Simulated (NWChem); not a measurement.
Basis-set convergence for methane (CH4)

```xyz
5

C      0.0000     0.0000     0.0000
H      0.0000     0.9030     0.6385
H      0.0000    -0.9030     0.6385
H     -0.9030     0.0000    -0.6385
H      0.9030     0.0000    -0.6385
```
Charge 0, spin multiplicity 1.

All runs are NWChem calculations. All single points use one geometry, from PBE/def2-SVP, a minimum by its harmonic frequencies.

Quantity: LUMO energy at the level PBE.

The Pople sets run with spherical d functions.

In def2-QZVP the value is 0.29 eV. Among STO-3G, 3-21G, def2-SVP, 6-311++G**, aug-pcseg-1, aug-cc-pVDZ, def2-TZVPD, pcseg-2, def2-TZVPP, which is the smallest basis within 0.1 eV of it?

No smaller set comes that close. def2-QZVP isn't the basis-set limit itself, and a small set can land close by cancellation.

```
basis        functions  LUMO energy (eV)
-----------  ---------  ----------------
STO-3G               9             10.96
3-21G               17              3.23
def2-SVP            34              1.46
6-311++G**          50             -0.35
aug-pcseg-1         59             -0.39
aug-cc-pVDZ         59             -0.37
def2-TZVPD          73             -0.04
pcseg-2             86              0.17
def2-TZVPP          87              0.86
def2-QZVP          177              0.29
```

This LUMO lies above zero in the largest set, so its value hangs on the diffuse functions.
